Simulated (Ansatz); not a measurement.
# H₂Cl (doublet): from Hartree-Fock to the top rungs at distance Cl1–H2 along a hydrogen transfer = 1.279 Å, cc-pVDZ

How much of the correlation energy of H₂Cl (doublet) does each wave-function method recover here?

Method: cc-pVDZ, core rule «outside noble gas», up to 5 orbitals frozen; program: Ansatz 0.2.0, Gaussian basis.

Plan: UHF; CCSD(T) on ROHF; CCSD(T) on UHF; BCCD(T) on ROHF; CISD; CCSDT(Q) on ROHF; CCSDT(Q) on UHF; CISDTQ; CCSDTQ on ROHF; CCSDTQ on UHF; CASSCF and MRCISD+Q, 3 electrons in 3 orbitals; CASSCF and NEVPT2, 3 electrons in 3 orbitals; CASSCF and MRCISD+Q, 9 electrons in 6 orbitals; CASSCF and NEVPT2, 9 electrons in 6 orbitals; Full CI.

## 1. The system

The geometry derives from fragments relaxed apart (PBE0/def2-TZVP) and kept rigid, so it is no stationary point. A hydrogen atom is moved between rigid fragments.

3 atoms, charge 0, spin multiplicity 2.

Atoms are counted from 1 here; the program's logs count them from 0.

Bond lengths: Cl1–H2 1.279 Å.

## 2. UHF

Input file in.yaml:

```yaml
crystal:
  periodic: [false, false, false]
  atoms:
    - {symbol: Cl, position_ang: [0.000000, 0.000000, -1.298267]}
    - {symbol: H, position_ang: [0.000000, 0.000000, -0.019467]}
    - {symbol: H, position_ang: [0.000000, 0.000000, 1.317733]}
basis:
  gaussian: {orbitals: cc-pVDZ}
magnetization: {spin_polarized: true, initial_magnetization: 1}
hamiltonian: {xc: hf}
output: {orbitals: {seedname: orbitals}}
```

Run with:

```sh
ansatz run in.yaml --threads 1 --pin off --events-out ev --progress --plain --max-ram 2816MiB --backend cpu
```

Further steps of the session: CCSD(T) on ROHF; CCSD(T) on UHF; BCCD(T) on ROHF; CISD; CCSDT(Q) on ROHF; CCSDT(Q) on UHF; CISDTQ; CCSDTQ on ROHF; CCSDTQ on UHF; CASSCF and MRCISD+Q, 3 electrons in 3 orbitals; CASSCF and NEVPT2, 3 electrons in 3 orbitals; CASSCF and MRCISD+Q, 9 electrons in 6 orbitals; CASSCF and NEVPT2, 9 electrons in 6 orbitals; Full CI.

Before running them: what should the planned runs give, taken together? Wanted: FCI below the RHF energy; RMP2 from FCI; UMP2 from FCI; RCCSD from FCI; RCCSD(T) from FCI; UCCSD(T) from FCI; RCCSDT(Q) from FCI; UCCSDT(Q) from FCI; NEVPT2 pair from FCI.

**Answer**, as computed:

```
                         quantity                                                                                                          value
         FCI below the RHF energy                                                                                                     -4.6585 eV
                    RMP2 from FCI                                                                                                     +552.8 meV
                    UMP2 from FCI                                                                                                     +548.4 meV
                   RCCSD from FCI                                                                                                      +86.2 meV
                RCCSD(T) from FCI                                                                                                      +15.4 meV
                UCCSD(T) from FCI                                                                                                      +15.2 meV
               RCCSDT(Q) from FCI                                                                                                       +0.7 meV
               UCCSDT(Q) from FCI                                                                                                       +0.6 meV
             NEVPT2 pair from FCI                                                                                                     +531.5 meV
          NEVPT2 valence from FCI                                                                                                     +876.4 meV
        MRCISD+Q valence from FCI                                                                                                       +2.1 meV
levels within 1 kcal/mol (43 meV)  RCCSD(T), UCCSD(T), BCCD(T), RCCSDT, UCCSDT, CISDTQ, RCCSDT(Q), UCCSDT(Q), RCCSDTQ, UCCSDTQ, MRCISD+Q valence
                    T1 diagnostic                                                                                                          0.013
   effectively unpaired electrons                                                                                                           1.03
```

**Reading.** RCCSD(T) lands +15.4 meV from the yardstick (0.3 % of the correlation energy). One determinant dominates. Of the multireference levels listed MRCISD+Q valence comes nearest in total energy (+2.1 meV), which doesn't show that its space is the better one. These misses are within one basis, not against nature; the frozen cores of restricted and unrestricted runs differ, which can shift their rows.
